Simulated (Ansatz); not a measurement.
Results of HSE06-D3(BJ) (Ansatz, a quantum-chemistry and plane-wave program, plane waves, PAW) for rhombohedral A7 As.

Settings: plane-wave cutoff 460 eV, 10×10×10 k mesh, Fermi–Dirac smearing 0.05 eV, scalar-relativistic PAW data made under PBE.

Computed at the level's own relaxed cell.

Task: What does this level give for the equilibrium lattice constant a and lattice parameter c?

Result: 
* **equilibrium lattice constant a**: 3.727 Å
* **lattice parameter c**: 10.048 Å

Measured, for comparison: lattice constant a 3.760 Å, lattice parameter c 10.441 Å (4 K, zero-point motion not removed; as tabulated in Schiferl, Barrett, J. Appl. Cryst. 2, 30 (1969), as in the American …). Computed (rounded) less measured: lattice constant a -0.9 %, lattice parameter c -3.8 %.

Static lattice: no zero-point or thermal effects.

Cost on a shared machine: around 90 core-minutes (rough).
